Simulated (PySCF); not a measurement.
PySCF job for CH4S, SMILES CS (connectivity only; charge and spin as stated), charge +1, multiplicity 2, C-PCM-ωB97X/def2-SVP. Coordinates come from a PBE0-D3(BJ)/def2-TZVP optimisation. The spin state was assumed, not searched.

```python
import numpy as np
from pyscf import gto, scf, dft
from pyscf.solvent import pcm

mol = gto.M(
    atom='''
    C     0.01203308    1.12070972    0.00000000
    S    -0.09072074   -0.63823195   -0.00000000
    H     0.57139929    1.44266998    0.88867637
    H    -1.00163863    1.51866717   -0.00000001
    H     0.57139932    1.44266999   -0.88867636
    H     1.23817336   -0.91655429    0.00000001
    ''',
    basis='def2-SVP',
    charge=1,
    spin=1,
    max_memory=1600,
    verbose=3,
)
mf = dft.UKS(mol, xc='wb97x').density_fit(auxbasis='def2-universal-jkfit')
mf.grids.level = 3
mf.conv_tol = 1e-9
mf.max_cycle = 100
mf.kernel()
fine, coarse = mf.grids, dft.Grids(mol).set(level=1).build(with_non0tab=True)
for _ in range(3):  # follow internal instabilities
    mf.grids = coarse
    mo, _, stable, _ = mf.stability(return_status=True, nroots=4)
    mf.grids = fine
    if stable:
        break
    mf.kernel(mf.make_rdm1(mo, mf.mo_occ))
res = {}
for name, eps in {'water': 78.355, 'benzene': 2.2706, 'dichloromethane': 8.93}.items():
    s = mf.PCM()
    s.with_solvent.method, s.with_solvent.eps, s.with_solvent.lebedev_order = 'C-PCM', eps, 29
    s.kernel(mf.make_rdm1())
    res[name] = (s.e_tot, eps, s.dip_moment(), s.mo_energy, s.converged)
    print(f'{name}: electrostatic solvation free energy {(s.e_tot - mf.e_tot) * 627.509474:.3f} kcal/mol')
```

Log of the run:

```

WARN: HOMO -0.289985316231519 >= LUMO -0.289985316231519

converged SCF energy = -438.184182494285  <S^2> = 0.75409942  2S+1 = 2.0040952
<class 'pyscf.df.df_jk.DFUKS'> wavefunction is stable in the internal stability analysis

WARN: PCM is an experimental feature. It is still in testing.
Features and APIs may be changed in the future.

converged SCF energy = -438.292893255018  <S^2> = 0.75408088  2S+1 = 2.0040767

WARN: System has nonzero charge 1; the dipole moment is origin-dependent.
Location of origin: [0. 0. 0.]

Dipole moment(X, Y, Z, Debye):  1.68142,  0.19910,  0.00000
water: electrostatic solvation free energy -68.217 kcal/mol

WARN: PCM is an experimental feature. It is still in testing.
Features and APIs may be changed in the future.

converged SCF energy = -438.245639680309  <S^2> = 0.7540898  2S+1 = 2.0040856

WARN: System has nonzero charge 1; the dipole moment is origin-dependent.
Location of origin: [0. 0. 0.]

Dipole moment(X, Y, Z, Debye):  1.52623,  0.29397,  0.00000
benzene: electrostatic solvation free energy -38.565 kcal/mol

WARN: PCM is an experimental feature. It is still in testing.
Features and APIs may be changed in the future.

converged SCF energy = -438.281903981559  <S^2> = 0.7540831  2S+1 = 2.0040789

WARN: System has nonzero charge 1; the dipole moment is origin-dependent.
Location of origin: [0. 0. 0.]

Dipole moment(X, Y, Z, Debye):  1.64230,  0.22316,  0.00000
dichloromethane: electrostatic solvation free energy -61.321 kcal/mol
```

The run converged.

Cost: about 40 core-seconds (a rough figure).
